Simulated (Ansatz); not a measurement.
## Chlorine (Cl2 molecule): adding exact exchange

Ansatz, plane waves with scalar-relativistic PAW, all at the PBE geometry (bond 2.004 Å) on a 1×1×1 mesh, smearing 0.01 eV.

```tsv
functional	HOMO-LUMO gap (eV)	rough cost against PBE
PBE0	5.45	2.2×
PBE	2.95	1×
HSE06	4.66	2.9×
```

The molecule lies in a periodic box of 12 × 12.3 × 12.6 Å.
